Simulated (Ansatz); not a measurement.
Worked example: correlation energy of H3Si–GeH⁺, quartet

Geometry: that of the H3Si–GeH, triplet, kept fixed. The doublet lies 3.1 eV lower here.

```xyz
6

Si    0.0000   -0.0421    1.6567
Ge    0.0000    0.0347   -0.7080
H     1.2108   -0.7342    2.1756
H     0.0000    1.3682    2.1200
H    -1.2108   -0.7342    2.1756
H     0.0000   -1.2247   -1.6073
```

Basis cc-pVDZ; Ansatz 0.2.0. Only valence electrons are correlated (noble-gas cores and the filled d shells of p-block atoms frozen), which leaves 11 electrons in 46 orbitals. Prefix R: restricted or restricted open-shell reference; prefix U: unrestricted. No spin–orbit coupling is included, and no scalar relativity.

Full CI isn't at hand for all of this; UCCSDT(Q) serves as the reference, and is uncertain by about the last step of the cluster series.

Runs differ by some tens of microhartree through their thresholds and, for an open shell, their frozen cores, so steps under 0.03 kcal/mol mean nothing.

```csv
level,total energy (hartree)
UHF,-2366.168144
UMP2,-2366.315014
UCCSD,-2366.357267
UCCSD(T),-2366.362079
UCCSDT,-2366.363378
UCCSDT(Q),-2366.363556
```

**Question.** What is the correlation energy at UCCSDT(Q), and what share of it do UMP2 and UCCSD recover?

**Answer.** E(corr) = -2366.363556 − (-2366.168144) = -0.195412 hartree = -5.317 eV. UMP2: -0.146870 / -0.195412 = 75.16 %. UCCSD: -0.189123 / -0.195412 = 96.78 %.

**Question.** By how many kcal/mol does UCCSD(T) miss UCCSDT(Q) (1 hartree = 627.509 kcal/mol), and which steps make up the rest?

**Answer.** -2366.362079 − (-2366.363556) = 0.001477 hartree = 0.93 kcal/mol. Steps: UCCSDT − UCCSD(T) = -0.82, UCCSDT(Q) − UCCSDT = -0.11 kcal/mol. Differences between like states or geometries often cancel part of this.
